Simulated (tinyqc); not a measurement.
Inside a calculation. Method: RHF in the sto-6g basis, for H2F+, spin multiplicity 1. One step of it, computed by the program tinyqc.

Question. Iteration 1: diagonalisation and new density. Diagonalise F' = X^T F X, C = X C', fill 5 alpha and 5 beta electrons from the bottom; D = 2 C_occ C_occ^T; the new density keeps 0.2 of the old one (damping). Each column has its largest component positive (the first on a tie).

Fock matrix F (hartree):
```
             1F 1s      1F 2s     1F 2px     1F 2py     1F 2pz      2H 1s      3H 1s
1F 1s   -25.907178  -6.330221   0.000000   0.001194  -0.014794  -1.360144  -1.534289
1F 2s    -6.330221  -3.124421   0.000000   0.015797  -0.214444  -1.161920  -1.272774
1F 2px    0.000000   0.000000  -0.598035   0.000000   0.000000   0.000000   0.000000
1F 2py    0.001194   0.015797   0.000000  -0.771334   0.007952  -0.398576   0.426035
1F 2pz   -0.014794  -0.214444   0.000000   0.007952  -0.677644  -0.340341  -0.361324
2H 1s    -1.360144  -1.161920   0.000000  -0.398576  -0.340341  -0.724426  -0.464183
3H 1s    -1.534289  -1.272774   0.000000   0.426035  -0.361324  -0.464183  -0.791991
```

X:
```
                1          2          3         4          5          6          7
1F 1s   -0.300441   0.106944   0.749824  0.000000  -0.614724   0.004308   0.156152
1F 2s    1.117539  -0.325959  -0.242402  0.000000  -0.267517   0.008487   0.431587
1F 2px   0.000000   0.000000   0.000000  1.000000   0.000000   0.000000   0.000000
1F 2py  -0.288301  -0.849430   0.002462  0.000000  -0.008921   0.706208  -0.013451
1F 2pz   0.429187  -0.128150   0.659388  0.000000   0.665583   0.008325   0.167811
2H 1s   -0.375186   1.016364  -0.166990  0.000000   0.133595   0.381817   0.367772
3H 1s   -0.956767  -0.614399  -0.158062  0.000000   0.129432  -0.350231   0.390187
```

D at the start:
```
            1F 1s      1F 2s    1F 2px     1F 2py     1F 2pz      2H 1s      3H 1s
1F 1s    2.128267  -0.588570  0.000000   0.005437  -0.043000   0.077670   0.088457
1F 2s   -0.588570   2.686188  0.000000  -0.040749   0.270398  -0.341228  -0.393777
1F 2px   0.000000   0.000000  2.000000   0.000000   0.000000   0.000000   0.000000
1F 2py   0.005437  -0.040749  0.000000   2.355795  -0.015826  -0.364255   0.397859
1F 2pz  -0.043000   0.270398  0.000000  -0.015826   2.124483  -0.187131  -0.209008
2H 1s    0.077670  -0.341228  0.000000  -0.364255  -0.187131   0.112701   0.000902
3H 1s    0.088457  -0.393777  0.000000   0.397859  -0.209008   0.000902   0.136305
```

overlap S:
```
           1F 1s     1F 2s    1F 2px     1F 2py    1F 2pz     2H 1s      3H 1s
1F 1s   1.000000  0.232479  0.000000   0.000000  0.000000  0.049623   0.056002
1F 2s   0.232479  1.000000  0.000000   0.000000  0.000000  0.445817   0.481536
1F 2px  0.000000  0.000000  1.000000   0.000000  0.000000  0.000000   0.000000
1F 2py  0.000000  0.000000  0.000000   1.000000  0.000000  0.285523  -0.300124
1F 2pz  0.000000  0.000000  0.000000   0.000000  1.000000  0.193828   0.204101
2H 1s   0.049623  0.445817  0.000000   0.285523  0.193828  1.000000   0.261195
3H 1s   0.056002  0.481536  0.000000  -0.300124  0.204101  0.261195   1.000000
```

Give: F' = X^T F X; orbital energies; coefficients C; D after iteration 1.

Answer.

F' = X^T F X (hartree):
```
         1        2         3        4         5        6        7
1  -0.4902   0.2976    2.0647   0.0000   -1.7429   0.0296   0.2001
2   0.2976   0.1012   -0.8523   0.0000    0.7481   0.0627  -0.1524
3   2.0647  -0.8523  -12.0906   0.0000   11.3043  -0.0963  -5.0080
4   0.0000   0.0000    0.0000  -0.5980    0.0000   0.0000   0.0000
5  -1.7429   0.7481   11.3043   0.0000  -11.8337   0.0994   5.0741
6   0.0296   0.0627   -0.0963   0.0000    0.0994  -0.8898  -0.0344
7   0.2001  -0.1524   -5.0080   0.0000    5.0741  -0.0344  -3.7005
```

orbital energies (hartree): MO1 -25.9118, MO2 -1.7267, MO3 -0.8937, MO4 -0.6682, MO5 -0.5980, MO6 0.0626, MO7 0.2342

coefficients C:
```
            MO1      MO2      MO3      MO4     MO5      MO6      MO7
1F 1s    0.9964  -0.2364  -0.0060   0.0794  0.0000   0.1031   0.0251
1F 2s    0.0168   0.9305   0.0323  -0.4089  0.0000  -0.7708  -0.2082
1F 2px   0.0000   0.0000   0.0000   0.0000  1.0000   0.0000   0.0000
1F 2py  -0.0002  -0.0159   0.7612   0.0113  0.0000  -0.1626   0.8351
1F 2pz   0.0021   0.1880  -0.0099   0.8761  0.0000  -0.5372  -0.1224
2H 1s   -0.0034   0.0671   0.3130   0.1860  0.0000   0.9398  -0.6929
3H 1s   -0.0039   0.0770  -0.3087   0.1739  0.0000   0.6118   1.0506
```

D after iteration 1:
```
          1F 1s    1F 2s  1F 2px   1F 2py   1F 2pz    2H 1s    3H 1s
1F 1s    2.1136  -0.4950  0.0000   0.0008   0.0351   0.0054   0.0075
1F 2s   -0.4950   2.1921  0.0000   0.0002  -0.2396  -0.0741  -0.0940
1F 2px   0.0000   0.0000  2.0000   0.0000   0.0000   0.0000   0.0000
1F 2py   0.0008   0.0002  0.0000   1.3990  -0.0042   0.3101  -0.2952
1F 2pz   0.0351  -0.2396  0.0000  -0.0042   1.7098   0.2386   0.2300
2H 1s    0.0054  -0.0741  0.0000   0.3101   0.2386   0.2419  -0.0944
3H 1s    0.0075  -0.0940  0.0000  -0.2952   0.2300  -0.0944   0.2376
```
